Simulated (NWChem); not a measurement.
System: hydrazine (N2H4); SMILES NN

Output (shortened):

```
             Northwest Computational Chemistry Package (NWChem) 7.3.0
             --------------------------------------------------------

 C2  symmetry detected

                             Geometry "geometry" -> ""
                             -------------------------

 Output coordinates in angstroms (scale by  1.889725989 to convert to a.u.)

  No.       Tag          Charge          X              Y              Z
 ---- ---------------- ---------- -------------- -------------- --------------
    1 N                    7.0000    -0.06050112     0.70817262     0.07813011
    2 N                    7.0000     0.06050112    -0.70817262     0.07813011
    3 H                    1.0000     0.86199303     1.10423933     0.29721611
    4 H                    1.0000    -0.32713995     1.08987014    -0.84412689
    5 H                    1.0000    -0.86199303    -1.10423933     0.29721611
    6 H                    1.0000     0.32713995    -1.08987014    -0.84412689

 Effective nuclear repulsion energy (a.u.)      41.4198222993

      Symmetry information
      --------------------

 Group name             C2
 Group number              4
 Group order               2
 No. of unique centers     3

                                 NWChem DFT Module
                                 -----------------

 Summary of "ao basis" -> "ao basis" (spherical)
 ------------------------------------------------------------------------------
       Tag                 Description            Shells   Functions and Types
 ---------------- ------------------------------  ------  ---------------------
 N                          def2-svp                 6       14   3s2p1d
 H                          def2-svp                 3        5   2s1p

      Symmetry analysis of basis
      --------------------------

        a          24
        b          24

            General Information
            -------------------
          SCF calculation type: DFT
          Wavefunction type:  closed shell.
          No. of atoms     :     6
          No. of electrons :    18
           Alpha electrons :     9
            Beta electrons :     9
          Charge           :     0
          Spin multiplicity:     1
          Use of symmetry is: on ; symmetry adaption is: on
          Maximum number of iterations: 150
          AO basis - number of functions:    48
                     number of shells:    24
          Convergence on energy requested:  1.00D-06
          Convergence on density requested:  1.00D-05
          Convergence on gradient requested:  5.00D-04

              XC Information
              --------------
                      r^2SCAN Method XC Functional
               r^2SCAN metaGGA Exchange Functional  1.000
                     r^2SCAN Correlation Potential  1.000

             Grid Information
             ----------------
          Grid used for XC integration:  coarse
          Radial quadrature: Mura-Knowles
          Angular quadrature: Lebedev.
          Tag              B.-S. Rad. Rad. Pts. Rad. Cut. Ang. Pts.
          ---              ---------- --------- --------- ---------
          N                   0.65       35           7.0       302
          H                   0.35       35           8.0       302
          Grid pruning is: on
          Number of quadrature shells:   105
          Spatial weights used:  Erf1

      Superposition of Atomic Density Guess
      -------------------------------------

 Sum of atomic energies:        -110.48547921

      Non-variational initial energy
      ------------------------------

 Total energy =    -111.393910
 1-e energy   =    -230.922506
 2-e energy   =      78.108773
 HOMO         =      -0.309972
 LUMO         =       0.096309

      Symmetry analysis of molecular orbitals - initial
      -------------------------------------------------

  Numbering of irreducible representations:

     1 a           2 b

  Orbital symmetries:

     1 a           2 b           3 a           4 b           5 a
     6 b           7 a           8 b           9 a          10 a
    11 b          12 a          13 b          14 b          15 a
    16 b          17 a          18 b          19 a

     ---------------------------------------------
      Total Density - Mulliken Population Analysis
     ---------------------------------------------

    Atom       Charge   Shell Charges
 -----------   ------   -------------------------------------------------------
    1 N    7     7.41   1.99  1.04  0.45  2.38  1.53  0.02
    2 N    7     7.41   1.99  1.04  0.45  2.38  1.53  0.02
    3 H    1     0.79   0.62  0.13  0.04
    4 H    1     0.80   0.62  0.14  0.04
    5 H    1     0.79   0.62  0.13  0.04
    6 H    1     0.80   0.62  0.14  0.04

   convergence    iter        energy       DeltaE   RMS-Dens  Diis-err
 ---------------- ----- ----------------- --------- --------- ---------
 d= 0,ls=0.0,diis     1   -111.6847885381 -1.53D+02  1.09D-02  2.19D-01
 d= 0,ls=0.0,diis     2   -111.7015084780 -1.67D-02  5.07D-03  6.99D-02
 d= 0,ls=0.0,diis     3   -111.7070617613 -5.55D-03  1.86D-03  2.14D-02
 d= 0,ls=0.0,diis     4   -111.7093846375 -2.32D-03  3.69D-04  4.77D-04
 d= 0,ls=0.0,diis     5   -111.7094362364 -5.16D-05  3.12D-05  3.87D-06
 d= 0,ls=0.0,diis     6   -111.7094366929 -4.56D-07  4.64D-06  5.82D-08

[...]

                         DFT ENERGY GRADIENTS

    atom               coordinates                        gradient
                 x          y          z           x          y          z
   1 N      -0.114331   1.338252   0.147645   -0.004081  -0.002969   0.004430
   2 N       0.114331  -1.338252   0.147645    0.004081   0.002969   0.004430
   3 H       1.628931   2.086710   0.561657    0.005700   0.002954   0.001345
   4 H      -0.618205   2.059556  -1.595169   -0.001615   0.003261  -0.005776
   5 H      -1.628931  -2.086710   0.561657   -0.005700  -0.002954   0.001345
   6 H       0.618205  -2.059556  -1.595169    0.001615  -0.003261  -0.005776
```

Level: r2SCAN/def2-SVP. Structure relaxed at the PBE-D3(BJ)/def2-SVP level.

**Question.** Which NWChem input produces such a log?

**Answer.** Several could match; the one computed here: the input that was run:
```
start job
memory heap 200 mb stack 900 mb global 1100 mb
geometry units angstroms noautoz
  N     -0.068466     0.707447     0.075727
  N      0.068466    -0.707447     0.075727
  H      0.849513     1.113869     0.294813
  H     -0.339383     1.086120    -0.846530
  H     -0.849513    -1.113869     0.294813
  H      0.339383    -1.086120    -0.846530
end
basis spherical
  N library def2-svp
  H library def2-svp
end
dft
  xc r2scan
  grid coarse
  iterations 150
  mulliken
end
task dft gradient
```
